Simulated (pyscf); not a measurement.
A first-order saddle from PySCF, ωB97X-D3(BJ)/def2-SVP:

```
Ge
H 1 1.5667
H 1 1.8293 2 98.09
H 3 0.9975 1 110.35 2 73.72
H 4 1.0684 3 121.00 1 20.98
H 5 0.9972 4 120.87 3 -0.05
S 1 2.2155 2 97.47 3 -144.50
H 7 1.3477 1 95.43 2 179.99
```
Charge 0, spin multiplicity 1.

Surface: singlet, charge 0. Lowest wavenumbers (cm⁻¹): 1896i, 124, 161, 413, 418.

Q: Which two sides does it connect, and which bonds change?

A: HS–GeH₃ + H₂ ⇌ HS–GeH: [singlet] + H₂ + H₂, a multi-bond step read from left to right: Ge–H, Ge–H, H–H broken and H–H, H–H formed. At ωB97M-D3(BJ)/def2-TZVP it lies +269.7 kJ/mol from the left side and +168.4 kJ/mol from the right (each side as separated species at their lowest minima found). The same reactants have a lower exit, to H₂S + GeH₄ (barrier +248.7 kJ/mol at ωB97M-D3(BJ)/def2-TZVP, against +269.7 kJ/mol here). This is the saddle that the search found; another between the same sides may lie lower. Elements up to Kr have no core potential and no relativistic terms here.
